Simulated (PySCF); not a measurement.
# CS: from the state search to spectroscopic constants

The task here is to estimate one member of a computed series from the others.

Computed with PySCF 2.14.0. Level: C x2c-TZVPPall, S x2c-TZVPPall, spin-free X2C with a Gaussian nucleus.

The first run:

A driver script around PySCF takes these settings:

* atoms: C, S
* charge: 0
* basis: C x2c-TZVPPall, S x2c-TZVPPall
* Hamiltonian: spin-free X2C with a Gaussian nucleus
* basis functions: 73
* electrons treated: 22
* masses in u: 12.0000, 31.9721
* levels: PBE0, PBE, r²SCAN, BP86, r²SCAN0, B3LYP, M06-2X, ωB97X-V, HF, MP2, SCS-MP2, CCSD, CCSD(T)
* grid: 80 radial by 434 angular points
* occupations: held fixed by the projection of orbital angular momentum
* dissociation limit: C + S, each in its ground configuration
* starting distance in angstrom: 1.695
* values of 2S to try: 0, 2, 4

The run is started by

```bash
OMP_NUM_THREADS=1 python dia.py task.json out
```

Steps of the session up to this table: The job; First curve: PBE0; Excited determinants; PBE (GGA); r²SCAN; BP86; r²SCAN0 (hybrid meta-GGA); B3LYP (global hybrid GGA); M06-2X; ωB97X-V (range-separated hybrid); RHF; Adding correlation.

One of the session's tables, all rows but one given; the rest of the session is left out.

Energy (eV) from each level's lowest point:

| R (Å) | RHF | RHF-MP2 | RHF-SCS-MP2 | RHF-CCSD | RHF-CCSD(T) |
| --- | --- | --- | --- | --- | --- |
| 1.317 | 1.722 | 2.028 | 2.023 | n/a | n/a |
| 1.378 | 0.706 | 0.934 | 0.929 | 0.901 | 0.984 |
| 1.439 | 0.170 | 0.313 | 0.309 | 0.291 | 0.343 |
| 1.485 | ? | ? | ? | ? | ? |
| 1.531 | 0.000 | 0.000 | 0.000 | 0.000 | 0.000 |
| 1.577 | 0.117 | 0.040 | 0.043 | 0.054 | 0.024 |
| 1.638 | 0.418 | 0.234 | 0.241 | 0.268 | 0.194 |
| 1.715 | 0.957 | 0.637 | 0.650 | 0.696 | 0.561 |
| 1.807 | 1.752 | 1.272 | 1.291 | 1.354 | 1.136 |
| 1.929 | 2.921 | 2.278 | 2.298 | n/a | n/a |

Q: Estimate the row for R (Å) = 1.485 from the others.

Worked estimate for «RHF». A straight line through the neighbours (1.439, 0.170) and (1.531, 0.000) gives 0.170 + (0.000 − 0.170) × (1.485 − 1.439) / (1.531 − 1.439) = 0.085; a parabola fitted to 4 rows on both sides gives -0.001.

**Answer.** RHF: 0.006; RHF-MP2: 0.080; RHF-SCS-MP2: 0.077; RHF-CCSD: 0.068; RHF-CCSD(T): 0.095. In «RHF» the line misses by +0.079 and the parabola by -0.007.

State 2 has its PBE0 minimum 3.16 eV higher. State 3 has its PBE0 minimum 5.75 eV higher. The other levels ran on the lowest alone.
